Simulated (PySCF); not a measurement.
Molecule: SMILES O=C(C=C)F, C$_{3}$H$_{3}$FO.

Geometry:
| atom | x (Å) | y (Å) | z (Å) |
| --- | --- | --- | --- |
| C1 | 0.987 | 0.772 | -0.077 |
| C2 | 0.141 | -0.101 | 0.473 |
| C3 | -0.990 | -0.635 | -0.310 |
| O4 | -1.278 | -0.395 | -1.436 |
| F5 | -1.725 | -1.482 | 0.422 |
| H6 | 0.845 | 1.094 | -1.113 |
| H7 | 1.832 | 1.179 | 0.483 |
| H8 | 0.244 | -0.451 | 1.503 |

Spin–spin couplings on one PBE0-D3(BJ)/def2-SVP geometry, PySCF 2.14, gas phase, non-relativistic, equivalent pairs averaged; isotopes 1H; basis pcJ-1.

Reference values (Hz): 3J(H8,H7) = 10.7 (measured; solution (compiled); Pretsch, Buehlmann, Badertscher, Structure Determination of Organic Compounds, 4th ed., Springer 2009); 3J(H8,H6) = 17.3 (measured; solution (compiled); Pretsch, Buehlmann, Badertscher, Structure Determination of Organic Compounds, 4th ed., Springer 2009); 2J(H6,H7) = 0.8 (measured; solution (compiled); Pretsch, Buehlmann, Badertscher, Structure Determination of Organic Compounds, 4th ed., Springer 2009).

Question: How do the couplings (Hz) change with the functional? Times are CPU seconds on 1 thread of an Arm Neoverse V1, shared host.

Answer: 
```tsv
functional	functions	3J(H8,H7)	3J(H8,H6)	2J(H6,H7)	mean abs. error	core-s
LDA	165	8.8	14.0	2.8	2.4	9.4
PBE	165	10.4	17.9	2.6	0.9	16
KT2	165	13.1	24.0	1.1	3.1	15
PBE0	165	11.4	18.9	0.1	1.0	17
B97-2	165	10.1	16.9	1.1	0.5	17
CAM-B3LYP	165	11.9	19.0	1.4	1.2	23
```

Errors compare magnitudes, without vibrational corrections, and the largest couplings weigh most in the mean. Closest: B97-2; furthest: KT2. Left out for a near triplet instability: HF/pcJ-1.
